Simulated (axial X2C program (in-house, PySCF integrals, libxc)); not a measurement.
## Bond lengths and stretching modes, held linear, of AlCO⁺

Calculated with an in-house all-electron X2C program for linear molecules (integrals from PySCF): two-component X2C with atomic mean-field Coulomb and Gaunt terms, Gaussian nuclei, basis Al dyall-v3z, C dyall-v3z, O dyall-av3z with contracted cores. Spin-free rows use the one-electron spin-free X2C Hamiltonian.

Masses Al 26.982, C 12.000, O 15.995 u. States: 2c Ω = 0 (all partner blocks equally filled); spin-free M_S = 0, Λ = 0 (closed shell).

HF, 2c: energies above the lowest point

```json
{"r(Al–C) (Å)": "2.6910", "r(C–O) (Å)": "1.0881", "E (meV)": "41.24"}
{"r(Al–C) (Å)": "2.6910", "r(C–O) (Å)": "1.1160", "E (meV)": "78.72"}
{"r(Al–C) (Å)": "2.6910", "r(C–O) (Å)": "1.1439", "E (meV)": "222.25"}
{"r(Al–C) (Å)": "2.7600", "r(C–O) (Å)": "1.0881", "E (meV)": "17.50"}
{"r(Al–C) (Å)": "2.7600", "r(C–O) (Å)": "1.1160", "E (meV)": "52.93"}
{"r(Al–C) (Å)": "2.7600", "r(C–O) (Å)": "1.1439", "E (meV)": "194.43"}
{"r(Al–C) (Å)": "2.7600", "r(C–O) (Å)": "1.1718", "E (meV)": "423.21"}
{"r(Al–C) (Å)": "2.8290", "r(C–O) (Å)": "1.0881", "E (meV)": "0.00"}
{"r(Al–C) (Å)": "2.8290", "r(C–O) (Å)": "1.1160", "E (meV)": "33.51"}
{"r(Al–C) (Å)": "2.8290", "r(C–O) (Å)": "1.1439", "E (meV)": "173.11"}
{"r(Al–C) (Å)": "2.8980", "r(C–O) (Å)": "1.1160", "E (meV)": "19.34"}
{"r(Al–C) (Å)": "2.8980", "r(C–O) (Å)": "1.1718", "E (meV)": "382.29"}
```

Problem. Fit a quadratic surface with cubic terms in each bond: where is the minimum, and what are the two stretching wavenumbers?

Solution. At HF, 2c: bonds 2.513 and 1.092 Å; harmonic stretches 206.3 and 2512.2 cm⁻¹; force constants 0.35, 25.2 and coupling -0.16 mdyn/Å.

The other levels and Hamiltonians give:

```tsv
Hamiltonian	level	r(Al–C) (Å)	r(C–O) (Å)	lower stretch (cm⁻¹)	upper stretch (cm⁻¹)
2c	PBE0	2.756	1.115	154.7	2315.4
2c	PBE	2.735	1.128	161.3	2205.4
2c	MP2	2.811	1.132	135.4	2159.4
spin-free	PBE0	2.756	1.115	154.7	2315.4
spin-free	PBE	2.735	1.128	161.3	2205.5
```

Each state is one determinant, the lowest of a limited PBE0 search; the stretches come from a fit to these few points and carry an uncertainty of a few per cent. Other orders of the atoms were not compared. Left out for rough or failed fits: HF spin-free, MP2 spin-free. The levels spread by more than a fifth, so the stretches depend strongly on the method. MP2 freezes inner shells (threshold -2 hartree). The molecule was held linear; bending was not examined, so a bent shape may lie lower.
